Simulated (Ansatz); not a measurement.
System: diamond-structure Si. Method: PBE0-D3(BJ) (Ansatz, an electronic-structure program, PAW).

Settings: plane-wave cutoff 460 eV, 8×8×8 k mesh, Fermi–Dirac smearing 0.01 eV, scalar-relativistic PAW data made under PBE.

The volume scan:

| V (Å³/atom) | E − E_lowest (meV/atom) | P (GPa) |
|---|---|---|
| 18.530 | 19.34 | 6.31 |
| 19.018 | 5.11 | 3.11 |
| 19.506 | 0.00 | 0.31 |
| 20.155 | 5.38 | -2.87 |
| 20.481 | 12.64 | -4.24 |

Problem. Estimate the bulk modulus from the pressures at 19.018 and 20.155 Å³/atom, and compare it with a fit to all energies.

Solution. B = −V dP/dV. Between V = 19.018 and 20.155 Å³/atom, dP/dV = (-2.87 − (3.11))/(20.155 − 19.018) = -5.26 GPa per Å³/atom; at the midpoint 19.587 Å³/atom this gives B ≈ 103 GPa. The third-order Birch–Murnaghan fit gives V0 = 19.564 Å³/atom, B0 = 103 GPa, B′ = 4.5, which lies within 1 % of that estimate.

Measured, for comparison: bulk modulus 101 GPa (0 K value with zero-point phonon effects removed; as tabulated in Sun et al. (2011), doi:10.1103/physrevb.84.035117); equilibrium volume per atom 19.91 Å³/atom (static lattice: zero-point anharmonic expansion removed; as tabulated in Mejia-Rodriguez and Trickey (2018), arXiv:1807.09216). Computed (rounded) less measured: bulk modulus +2 %, equilibrium volume per atom -1.8 %.

Static lattice: no zero-point or thermal effects.

Computing time: very roughly 7 core-minutes.
